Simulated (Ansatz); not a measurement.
# AlClH4: the cost of one run

Program: Ansatz 0.2.0. Level of theory: RKS B3LYP/def2-SVP. These are calculated values, not measurements.

## (1) Starting point

Bond lengths: Al1–Cl2 2.580 Å, Al1–H3 1.560 Å, Al1–H4 1.560 Å. Angles: Cl2–Al1–H3 120.0°, Cl2–Al1–H4 120.0°, H3–Al1–H4 120.0°.

As a file:

```xyz
6

Al    0.0000    0.0000    0.0000
Cl    0.0000    0.0000    2.5800
H     1.3510    0.0000   -0.7800
H    -1.3510    0.0000   -0.7800
H     0.0777   -1.7634    0.5865
H     0.0662   -1.5022    1.5585
```

## (2) A restrained relaxation towards end A

Springs on the bonds that form and break draw the guess towards this end; the thresholds are loose.

input.yaml reads:

```yaml
crystal:
  periodic: [false, false, false]
  atoms:
    - { symbol: Al, position_ang: [0.0, 0.0, 0.0] }
    - { symbol: Cl, position_ang: [0.0, 0.0, 2.58] }
    - { symbol: H, position_ang: [1.351, 0.0, -0.78] }
    - { symbol: H, position_ang: [-1.351, 0.0, -0.78] }
    - { symbol: H, position_ang: [0.0777, -1.7634, 0.5865] }
    - { symbol: H, position_ang: [0.0662, -1.5022, 1.5585] }
basis:
  gaussian: { orbitals: def2-SVP }
hamiltonian:
  xc: b3lyp
relax:
  f_tol: 0.15
  max_steps: 25
  restrain:
    - { distance: [0, 4], at: 2.76, k: 30.0 }
    - { distance: [5, 1], at: 2.57, k: 30.0 }
    - { distance: [0, 1], at: 2.23, k: 30.0 }
    - { distance: [5, 4], at: 0.66, k: 30.0 }
```

Command:

```console
$ ansatz run input.yaml --threads 1 --pin off --max-ram 2048MiB --backend cpu --events-out ev --progress --plain --runs-dir out
```

**Question.** How long does this run take on 1 thread of Arm Neoverse V1, shared host, and how much memory does it need?

About 10 s, with a peak of 0.11 GiB.
